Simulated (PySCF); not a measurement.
Molecule: `CP(C=C)C`, C$_{4}$H$_{9}$P.

Geometry:
| atom | x (Å) | y (Å) | z (Å) |
| --- | --- | --- | --- |
| C1 | 2.117 | -0.564 | -0.076 |
| C2 | 0.994 | -0.934 | 0.549 |
| P3 | -0.438 | 0.106 | 0.971 |
| C4 | -0.210 | 1.537 | -0.170 |
| C5 | -1.761 | -0.828 | 0.072 |
| H6 | 2.949 | -1.262 | -0.207 |
| H7 | 2.261 | 0.444 | -0.474 |
| H8 | 0.924 | -1.959 | 0.938 |
| H9 | 0.620 | 2.168 | 0.183 |
| H10 | -1.123 | 2.151 | -0.148 |
| H11 | -0.010 | 1.225 | -1.208 |
| H12 | -1.530 | -0.967 | -0.996 |
| H13 | -1.890 | -1.816 | 0.539 |
| H14 | -2.714 | -0.287 | 0.170 |

Geometry PBE0-D3(BJ)/def2-SVP throughout; GIAO in PySCF, gas phase, one conformer, non-relativistic; equivalent atoms averaged; functional PBE0.

Task: How do the absolute shieldings σ depend on the basis set? (ppm; last column core-seconds on 1 thread of an Arm Neoverse V2, shared host)

Result: 
```csv
basis set,functions,C2,C1,C4/C5,P3,H8,H6,H7,H9/H10/H11/H12/H13/H14,core-s
pcSseg-0,67,40.8,61.8,179.5,417.5,26.59,26.79,27.22,31.82,3.9
cc-pVDZ,119,51.9,77.9,182.7,446.9,24.85,25.60,25.90,30.32,7.7
aug-cc-pVDZ,200,47.6,77.6,179.9,438.4,24.51,25.49,25.86,30.33,17
IGLO-III,274,25.5,57.3,169.1,370.1,24.59,25.61,25.95,30.34,24
cc-pVTZ,280,35.2,63.9,173.2,394.2,24.56,25.52,25.87,30.28,27
pcSseg-2,313,25.1,56.1,169.3,360.5,24.45,25.41,25.77,30.23,35
```

Task: Which nucleus moves most, in ppm?

Result: P3 (phosphorus bonded to 3 C): from 360.5 ppm with pcSseg-2 to 446.9 ppm with cc-pVDZ. The smallest spread is 1.37 ppm, at H6. Proton shifts span only some 12 ppm, so a few tenths of a ppm matter as much there as several ppm in carbon.

Task: Taking the largest basis, pcSseg-2 (313 functions), as the yardstick, rank the others by their worst heavy-atom deviation.

Result: IGLO-III 9.6 ppm (274 functions), cc-pVTZ 33.7 ppm (280 functions), pcSseg-0 57.0 ppm (67 functions), aug-cc-pVDZ 77.9 ppm (200 functions), cc-pVDZ 86.4 ppm (119 functions).

A small basis that lands close on one nucleus may do so by chance; judge by the trend and by all nuclei.
